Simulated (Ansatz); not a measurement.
Reaction: C2H7B (SMILES BCC) → CH4B (SMILES [CH2]B, doublet) + CH3 (SMILES [CH3], doublet) (the C-C bond breaks)
Each species at its own B3LYP-D3(BJ)/def2-TZVP minimum (Ansatz, a program for electronic structure).

Total energies in hartree (Ansatz). Radicals and triplets start from unrestricted determinants; spin-orbit coupling is neglected. Correlated methods leave the cores frozen. No relativity.

```csv
species,HF/cc-pVTZ,CCSD(T)/cc-pVTZ,HF/cc-pVQZ,CCSD(T)/cc-pVQZ,CCSD(T)/cc-pVDZ,CCSDT(Q)/cc-pVDZ
"1: C2H7B (ethylborane, SMILES BCC)",-104.51104,-105.03259,-104.51778,-105.06337,-104.91833,-104.91977
"2: CH4B (SMILES B[CH2], doublet)",-64.84764,-65.13779,-64.85191,-65.15561,-65.07111,-65.07213
"3: CH3 (SMILES [CH3], doublet)",-39.57748,-39.76098,-39.58026,-39.77245,-39.71583,-39.71634
```

**Question.** Work out the bond dissociation energy (electronic) in kcal/mol: take Hartree-Fock from cc-pVQZ, extrapolate the CCSD(T) correlation energy as X^-3 (X = 3, 4), and add CCSDT(Q) - CCSD(T) in cc-pVDZ. 1 hartree = 627.51 kcal/mol.

**Answer.** 
Species 1: correlation (64·(-0.54559) - 27·(-0.52155))/37 = -0.56313; step -0.00144; E1 = -104.51778 + (-0.56313) + (-0.00144) = -105.08235
Species 2: correlation (64·(-0.30370) - 27·(-0.29015))/37 = -0.31359; step -0.00102; E2 = -64.85191 + (-0.31359) + (-0.00102) = -65.16652
Species 3: correlation (64·(-0.19219) - 27·(-0.18350))/37 = -0.19853; step -0.00051; E3 = -39.58026 + (-0.19853) + (-0.00051) = -39.77930
-1·E1 +1·E2 +1·E3 = 0.13653 hartree = 85.7 kcal/mol.
